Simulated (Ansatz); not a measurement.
# Relative stability

Two relaxed structures of CH$_{3}$Mg, doublet (PBE0-D4/def2-TZVP; forces vanish, vibrations not checked).

A:

```xyz
5
angstrom
C -0.1663 -0.8403 0.4260
Mg 0.2403 1.0380 -0.4582
H -1.2233 -1.0984 0.3097
H 0.4345 -1.6243 -0.0451
H 0.0688 -0.8204 1.4945
```

B:

C1  (-0.235, -0.857, 0.179)
Mg2  (0.296, 1.080, -0.225)
H3  (-1.237, -1.196, 0.456)
H4  (0.438, -1.718, 0.151)
H5  (0.738, 2.691, -0.561)
(Å)

Program: Ansatz 0.2.0. Basis: def2-TZVPP. Cores are frozen in the correlated methods; orbitals are unrestricted. The outer core shell of Li, Na, Mg and K is correlated. The def2 sets are not built for correlating such inner shells, so the correlated values are less sure here. B3LYP uses VWN-RPA correlation.

Question: Which structure is lower at CCSD(T), and by how much? (Judge from chemistry; the value comes from the calculation.)

Answer: Computed: A, by 1.406 eV (electronic energy, against the other). By their contacts, A is CH₃Mg ([CH3][Mg]) and B is CH₃Mg ([CH2][MgH]).

All methods give the same order:

| method | E(B) − E(A) (eV) |
| --- | --- |
| PBE-D4 | 1.592 |
| r2SCAN-D4 | 1.397 |
| PBE0-D4 | 1.533 |
| B3LYP-D4 | 1.435 |
| wB97M-V | 1.365 |
| HF | 1.129 |
| MP2 | 1.575 |
| CCSD | 1.353 |
| CCSD(T) | 1.406 |

T1 diagnostic: at most 0.012. ⟨S²⟩ of the unrestricted Hartree–Fock references: 0.76 (a pure state has 0.75).

Labels in which every atom is bracketed show which atoms are joined, not bond orders.

For scale, one of the runs: CCSD(T)/def2-TZVPP, 105 basis functions, launched by `ansatz run in.yaml --threads 2 --pin off --events-out ev --progress --plain --max-ram 4352MiB`. The run took 16 s on 2 CPU threads of an Arm Neoverse V1 (shared host), with 0.84 GiB of host memory at its peak.
